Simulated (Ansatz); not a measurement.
# BSiNH+ (triplet): from Hartree-Fock to the top rungs, cc-pVTZ

One table from this session's results is given with a row withheld; the runs are named, their logs left out.

The runs use Ansatz 0.2.0, Gaussian basis; cc-pVTZ, core rule «outside noble gas», up to 7 orbitals frozen.

The runs, in order: UHF; CCSD(T) on ROHF; CCSD(T) on UHF; BCCD(T) on ROHF; CCSDT(Q) on ROHF; CCSDT(Q) on UHF.

5 further runs of the same task are left out: 5 set aside as unsound or not needed. Runs told in other sessions of the task aren't counted.

**The geometry**

The geometry is a PBE0/def2-TZVP stationary point (not a proven minimum) of the parent state, kept for this charge and spin.

4 atoms, charge 1, spin multiplicity 3.

Atoms are counted from 1 here; the program's logs count them from 0.

Bond lengths: B1–N2 1.375 Å, B1–Si3 1.996 Å, N2–Si3 1.766 Å, N2–H4 1.011 Å. Angles: N2–B1–Si3 59.8°, B1–N2–Si3 77.8°, B1–N2–H4 141.7°, Si3–N2–H4 140.4°, B1–Si3–N2 42.3°.

Coordinates:

```xyz
4

B     0.00000   -0.89771    0.91009
N     0.00000    0.47642    0.87594
Si    0.00000    0.06181   -0.84035
H     0.00000    1.28584    1.48209
```

Set-up of the first run:

in.yaml reads:

```yaml
crystal:
  periodic: [false, false, false]
  atoms:
    - {symbol: B, position_ang: [0.000000, -0.897712, 0.910090]}
    - {symbol: N, position_ang: [0.000000, 0.476424, 0.875935]}
    - {symbol: Si, position_ang: [0.000000, 0.061811, -0.840355]}
    - {symbol: H, position_ang: [0.000000, 1.285841, 1.482090]}
basis:
  gaussian: {orbitals: cc-pVTZ}
total_charge: 1
magnetization: {spin_polarized: true, initial_magnetization: 2}
hamiltonian: {xc: hf}
output: {orbitals: {seedname: orbitals}}
```

Launch:

```console
$ ansatz run in.yaml --threads 1 --pin off --events-out ev --progress --plain --max-ram 4096MiB --backend cpu
```

Steps of the session up to this table: UHF; CCSD(T) on ROHF; CCSD(T) on UHF; BCCD(T) on ROHF; CCSDT(Q) on ROHF; CCSDT(Q) on UHF.

One table of the session follows, with a row left open; its other results are not shown here.

```
   method  from UCCSDT(Q) (meV)
     ROHF              +10358.1
      UHF              +10120.6
     RMP2               +1147.7
     UMP2               +1190.6
    RCCSD                +584.7
    UCCSD                +578.0
 RCCSD(T)                 +67.3
 UCCSD(T)                 +69.7
  BCCD(T)                 +62.4
   RCCSDT                 +40.8
   UCCSDT                 +39.4
RCCSDT(Q)                     ?
UCCSDT(Q)                     0
```

Estimate the missing values for RCCSDT(Q).

**Answer.** from UCCSDT(Q) (meV): +5.3. In the column «from UCCSDT(Q) (meV)» it lies between UCCSDT(Q) (0) and UCCSDT (+39.4).

Limits of these values: Restricted and unrestricted rows rest on different reference determinants; a gap between their highest levels can come from leftover correlation error, from unlike frozen cores or from another state.
